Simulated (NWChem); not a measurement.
Program: NWChem. System: diphosphorus (P2), charge 0, spin multiplicity 1, at a geometry optimised with PBE0/def2-SVP. Level: TD-PBE/6-31G* (spherical d).

Part of the output:

```
             Northwest Computational Chemistry Package (NWChem) 7.3.0
             --------------------------------------------------------

                                NWChem Input Module
                                -------------------

 Scaling coordinates for geometry "geometry" by  1.889725989
 (inverse scale =  0.529177249)

                             Geometry "geometry" -> ""
                             -------------------------

 Output coordinates in angstroms (scale by  1.889725989 to convert to a.u.)

  No.       Tag          Charge          X              Y              Z
 ---- ---------------- ---------- -------------- -------------- --------------
    1 P                   15.0000     0.00000000     0.00000000     0.94554400
    2 P                   15.0000     0.00000000     0.00000000    -0.94554400

 Effective nuclear repulsion energy (a.u.)      62.9610473045

            Nuclear Dipole moment (a.u.)
            ----------------------------
        X                 Y               Z
 ---------------- ---------------- ----------------
     0.0000000000     0.0000000000     0.0000000000


 Summary of "ao basis" -> "" (spherical)
 ------------------------------------------------------------------------------
       Tag                 Description            Shells   Functions and Types
 ---------------- ------------------------------  ------  ---------------------
 *                           6-31g*                   on all atoms

  pbe96 is a nonlocal functional; adding pw91lda local functional.

                                 NWChem DFT Module
                                 -----------------

 Summary of "ao basis" -> "ao basis" (spherical)
 ------------------------------------------------------------------------------
       Tag                 Description            Shells   Functions and Types
 ---------------- ------------------------------  ------  ---------------------
 P                           6-31g*                  8       18   4s3p1d

 Summary of "ao basis" -> "ao basis" (spherical)
 ------------------------------------------------------------------------------
       Tag                 Description            Shells   Functions and Types
 ---------------- ------------------------------  ------  ---------------------
 P                           6-31g*                  8       18   4s3p1d

            General Information
            -------------------
          SCF calculation type: DFT
          Wavefunction type:  closed shell.
          No. of atoms     :     2
          No. of electrons :    30
           Alpha electrons :    15
            Beta electrons :    15
          Charge           :     0
          Spin multiplicity:     1
          Use of symmetry is: off; symmetry adaption is: off
          Maximum number of iterations: 100
          AO basis - number of functions:    36
                     number of shells:    16
          Convergence on energy requested:  1.00D-06
          Convergence on density requested:  1.00D-05
          Convergence on gradient requested:  5.00D-04

              XC Information
              --------------
          PerdewBurkeErnzerhof Exchange Functional  1.000
            Perdew 1991 LDA Correlation Functional  1.000 local
           PerdewBurkeErnz. Correlation Functional  1.000 non-local

             Grid Information
             ----------------
          Grid used for XC integration:  medium
          Radial quadrature: Mura-Knowles
          Angular quadrature: Lebedev.
          Tag              B.-S. Rad. Rad. Pts. Rad. Cut. Ang. Pts.
          ---              ---------- --------- --------- ---------
          P                   1.00       88           8.0       590
          Grid pruning is: on
          Number of quadrature shells:   176
          Spatial weights used:  Erf1

          Convergence Information
          -----------------------
          Convergence aids based upon iterative change in
          total energy or number of iterations.
          Levelshifting, if invoked, occurs when the
          HOMO/LUMO gap drops below (HL_TOL):  1.00D-02
          DIIS, if invoked, will attempt to extrapolate
          using up to (NFOCK): 10 stored Fock matrices.
[...]
     Occ.   13  a   ---  Virt.   16  a    0.06308 Y
  ----------------------------------------------------------------------------
  Root   5 singlet a              0.158980262 a.u.                4.3261 eV
  ----------------------------------------------------------------------------
     Transition Moments    X  0.00001   Y -0.00001   Z -0.00000
     Transition Moments   XX  0.00000  XY  0.00000  XZ  1.98458
     Transition Moments   YY  0.00000  YZ -1.93362  ZZ  0.00000
     Dipole Oscillator Strength                    0.0000000000
     Electric Quadrupole                           0.0000001643
     Magnetic Dipole                               0.0000048204
     Total Oscillator Strength                     0.0000049847

          sigma_e =   1.7916 Angstrom
          sigma_h =   1.7125 Angstrom
         |d_h->e| =   0.0000 Angstrom
            d_exc =   2.5068 Angstrom
            d_CD1 =   0.0791 Angstrom
            d_CD2 =  -1.7520 Angstrom
            d_CD3 =   2.5068 Angstrom
     Pearson C.C. =  -0.0231

     Occ.   13  a   ---  Virt.   17  a   -1.00014 X
     Occ.   13  a   ---  Virt.   17  a    0.06308 Y
  ----------------------------------------------------------------------------
  Root   6 singlet a              0.237058234 a.u.                6.4507 eV
  ----------------------------------------------------------------------------
     Transition Moments    X  0.00000   Y  0.00000   Z -1.16601
     Transition Moments   XX  0.00001  XY  0.00000  XZ -0.00000
     Transition Moments   YY  0.00001  YZ -0.00000  ZZ  0.00004
     Dipole Oscillator Strength                    0.2148677489
     Electric Quadrupole                           0.0000000000
     Magnetic Dipole                               0.0000000000
     Total Oscillator Strength                     0.2148677489

          sigma_e =   2.0005 Angstrom
          sigma_h =   1.5708 Angstrom
         |d_h->e| =   0.0000 Angstrom
            d_exc =   2.5699 Angstrom
            d_CD1 =   0.4297 Angstrom
            d_CD2 =  -1.7856 Angstrom
            d_CD3 =   2.5699 Angstrom
     Pearson C.C. =  -0.0215

     Occ.   11  a   ---  Virt.   18  a   -0.05730 X
     Occ.   12  a   ---  Virt.   20  a    0.05200 X
     Occ.   13  a   ---  Virt.   18  a    0.44308 X
     Occ.   13  a   ---  Virt.   18  a    0.05273 Y
     Occ.   13  a   ---  Virt.   23  a    0.06532 X
     Occ.   14  a   ---  Virt.   16  a    0.64978 X
     Occ.   14  a   ---  Virt.   16  a   -0.16770 Y
     Occ.   14  a   ---  Virt.   24  a    0.06915 X
     Occ.   15  a   ---  Virt.   17  a    0.64978 X
     Occ.   15  a   ---  Virt.   17  a   -0.16770 Y
     Occ.   15  a   ---  Virt.   25  a    0.06915 X
  ----------------------------------------------------------------------------
  Root   7 singlet a              0.309810861 a.u.                8.4304 eV
  ----------------------------------------------------------------------------
     Transition Moments    X  0.00000   Y -0.00000   Z  0.00000
     Transition Moments   XX  0.00000  XY  0.00000  XZ -0.36954
     Transition Moments   YY  0.00000  YZ  0.35815  ZZ  0.00000
     Dipole Oscillator Strength                    0.0000000000
     Electric Quadrupole                           0.0000000419
     Magnetic Dipole                               0.0000007212
     Total Oscillator Strength                     0.0000007632

          sigma_e =   2.3102 Angstrom
          sigma_h =   1.5234 Angstrom
         |d_h->e| =   0.0000 Angstrom
            d_exc =   2.7720 Angstrom
            d_CD1 =   0.7868 Angstrom
            d_CD2 =  -1.9168 Angstrom
            d_CD3 =   2.7720 Angstrom
     Pearson C.C. =  -0.0037

     Occ.   11  a   ---  Virt.   17  a    0.06299 X
     Occ.   15  a   ---  Virt.   18  a   -0.99699 X
  ----------------------------------------------------------------------------
  Root   8 singlet a              0.309810862 a.u.                8.4304 eV
  ----------------------------------------------------------------------------
     Transition Moments    X -0.00000   Y -0.00000   Z -0.00000
     Transition Moments   XX -0.00000  XY -0.00000  XZ  0.35815
     Transition Moments   YY -0.00000  YZ  0.36954  ZZ  0.00000
     Dipole Oscillator Strength                    0.0000000000
     Electric Quadrupole                           0.0000000419
     Magnetic Dipole                               0.0000007212
     Total Oscillator Strength                     0.0000007631

          sigma_e =   2.3102 Angstrom
          sigma_h =   1.5234 Angstrom
         |d_h->e| =   0.0000 Angstrom
            d_exc =   2.7720 Angstrom
            d_CD1 =   0.7868 Angstrom
            d_CD2 =  -1.9168 Angstrom
            d_CD3 =   2.7720 Angstrom
     Pearson C.C. =  -0.0037

     Occ.   11  a   ---  Virt.   16  a   -0.06299 X
     Occ.   14  a   ---  Virt.   18  a    0.99699 X
  ----------------------------------------------------------------------------
  Root   9 singlet a              0.342895297 a.u.                9.3307 eV
  ----------------------------------------------------------------------------
     Transition Moments    X -0.59305   Y -0.58634   Z  0.00000
     Transition Moments   XX -0.00000  XY -0.00000  XZ -0.00003
     Transition Moments   YY -0.00000  YZ -0.00003  ZZ  0.00000
     Dipole Oscillator Strength                    0.1589889862
     Electric Quadrupole                           0.0000000000
     Magnetic Dipole                               0.0000000000
     Total Oscillator Strength                     0.1589889862

          sigma_e =   1.8302 Angstrom
          sigma_h =   1.6612 Angstrom
         |d_h->e| =   0.0000 Angstrom
            d_exc =   2.5430 Angstrom
            d_CD1 =   0.1690 Angstrom
            d_CD2 =  -1.7457 Angstrom
            d_CD3 =   2.5430 Angstrom
     Pearson C.C. =  -0.0588

     Occ.   12  a   ---  Virt.   16  a    0.96295 X
     Occ.   12  a   ---  Virt.   16  a   -0.06673 Y
     Occ.   13  a   ---  Virt.   27  a   -0.09446 X
     Occ.   14  a   ---  Virt.   19  a    0.24627 X
     Occ.   14  a   ---  Virt.   29  a   -0.05982 X
     Occ.   15  a   ---  Virt.   30  a   -0.05982 X
  ----------------------------------------------------------------------------
  Root  10 singlet a              0.342895298 a.u.                9.3307 eV
  ----------------------------------------------------------------------------
     Transition Moments    X  0.58634   Y -0.59305   Z  0.00000
     Transition Moments   XX -0.00000  XY -0.00000  XZ  0.00003
     Transition Moments   YY -0.00000  YZ -0.00003  ZZ  0.00000
     Dipole Oscillator Strength                    0.1589889871
     Electric Quadrupole                           0.0000000000
     Magnetic Dipole                               0.0000000000
     Total Oscillator Strength                     0.1589889871

          sigma_e =   1.8302 Angstrom
          sigma_h =   1.6612 Angstrom
         |d_h->e| =   0.0000 Angstrom
            d_exc =   2.5430 Angstrom
            d_CD1 =   0.1690 Angstrom
            d_CD2 =  -1.7457 Angstrom
            d_CD3 =   2.5430 Angstrom
     Pearson C.C. =  -0.0588

     Occ.   12  a   ---  Virt.   17  a   -0.96295 X
     Occ.   12  a   ---  Virt.   17  a    0.06673 Y
     Occ.   13  a   ---  Virt.   28  a   -0.09446 X
     Occ.   14  a   ---  Virt.   30  a    0.05982 X
     Occ.   15  a   ---  Virt.   19  a   -0.24627 X
     Occ.   15  a   ---  Virt.   29  a   -0.05982 X

              Target root =      1
          Target symmetry = none
      Ground state energy =   -682.338015118973
        Excitation energy =      0.139797350775
     Excited state energy =   -682.198217768198

  stored tddft:energy   -682.19821776819754

 Task  times  cpu:        3.6s     wall:        3.6s

 Total times  cpu:        3.6s     wall:        3.6s
```

Problem. Write an NWChem input that would produce this output.

Solution. Several could match; the one computed here: 
```
start mol
memory heap 200 mb stack 900 mb global 1100 mb
geometry units angstroms nocenter noautoz noautosym
  P      0.000000     0.000000     0.945544
  P      0.000000     0.000000    -0.945544
end
basis spherical
  * library 6-31g*
end
dft
  xc xpbe96 cpbe96
  semidirect memsize 60000000 filesize 0
  iterations 100
end
tddft
  rpa
  nroots 10
  notriplet
end
task tddft energy
```
